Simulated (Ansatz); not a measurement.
C4H5F (`C=CC(=C)F`). Charge 0, multiplicity 1.

Z-matrix (Å, degrees):
```
C
C 1 1.330
H 1 1.083 2 121.0
H 1 1.083 2 121.3 3 180.0
C 2 1.448 1 124.2 3 -180.0
H 2 1.085 1 120.8 3 -0.0
F 5 1.342 2 114.4 1 -0.0
C 5 1.328 2 126.3 1 180.0
H 8 1.081 5 119.6 2 -0.0
H 8 1.081 5 121.2 2 180.0
```

(1) What are the harmonic wavenumbers in cm⁻¹ at PBE0-D4/def2-TZVP (Ansatz, finite differences of forces, unscaled)? (Estimate.)

(2) Is this a minimum?

(3) Give the ideal-gas thermochemistry at 298.15 K and 1 bar (rigid rotor, harmonic oscillator; point group Cs, symmetry number 1).

(4) And at 400, 500, 600, 800 and 1000 K?

## Answers

(1) The calculation gave: 160, 261, 434, 457, 592, 735, 767, 839, 877, 962, 962, 1021, 1049, 1309, 1340, 1402, 1454, 1678, 1743, 3174, 3192, 3196, 3267, 3292.

(2) Yes, all 24 modes are real.

(3) Zero-point energy 204.3 kJ/mol; H(298) − E = 220.3 kJ/mol; entropy 299.9 J/(mol·K), of which translation 162.2, rotation 105.9, vibration 31.8; G(298) − E = 130.9 kJ/mol.

(4) 
```csv
T (K),H − E (kJ/mol),S (J/mol/K),G − E (kJ/mol)
400,230.0,327.6,98.9
500,241.4,353.1,64.9
600,254.5,376.9,28.4
800,284.3,419.7,-51.4
1000,317.8,457.0,-139.1
```
